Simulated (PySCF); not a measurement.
Molecule: SMILES Cn1cccn1, C$_{4}$H$_{6}$N$_{2}$.

Structure with atom numbers: `[CH3:1][n:2]1[cH:3][cH:4][cH:5][n:6]1`. Each H is labelled by its parent atom.

Geometry PBE0-D3(BJ)/def2-SVP throughout; GIAO in PySCF, gas phase, one conformer, non-relativistic; equivalent atoms averaged; functional PBE0.

Question: How do the shifts δ (against TMS, NH3 at the same level) depend on the basis set? (a selection of nuclei; ppm; last column core-seconds on 1 thread of an Arm Neoverse V2, shared host)

Answer: 
| basis set | functions | C5 | C3 | C4 | C1 | N6 | N2 | H(C5) | H(C3) | H(C1) | core-s |
| --- | --- | --- | --- | --- | --- | --- | --- | --- | --- | --- | --- |
| pcSseg-0 | 66 | 151.7 | 142.0 | 117.7 | 42.6 | 363.3 | 216.4 | 7.36 | 6.87 | 3.99 | 4.1 |
| cc-pVDZ | 114 | 136.3 | 126.7 | 104.8 | 38.2 | 320.5 | 210.7 | 7.28 | 7.04 | 3.59 | 8.5 |
| aug-cc-pVDZ | 192 | 137.2 | 126.2 | 103.6 | 38.3 | 317.1 | 210.1 | 7.63 | 7.30 | 3.86 | 18 |
| cc-pVTZ | 264 | 142.2 | 130.7 | 108.7 | 38.8 | 339.2 | 223.3 | 7.51 | 7.25 | 3.72 | 29 |
| IGLO-III | 270 | 146.9 | 135.0 | 111.8 | 39.9 | 343.7 | 226.2 | 7.55 | 7.25 | 3.77 | 29 |

Question: Which nucleus among those listed moves most, in ppm?

Answer: N6 (pyridine-type nitrogen of an azole): from 317.1 ppm with aug-cc-pVDZ to 363.3 ppm with pcSseg-0. The smallest spread is 0.35 ppm, at H(C5). Proton shifts span only some 12 ppm, so a few tenths of a ppm matter as much there as several ppm in carbon.

Question: Taking the largest basis, IGLO-III (270 functions), as the yardstick, rank the others by their worst heavy-atom deviation.

Answer: cc-pVTZ 4.6 ppm (264 functions), pcSseg-0 19.6 ppm (66 functions), cc-pVDZ 23.2 ppm (114 functions), aug-cc-pVDZ 26.6 ppm (192 functions).

A small basis that lands close on one nucleus may do so by chance; judge by the trend and by all nuclei.
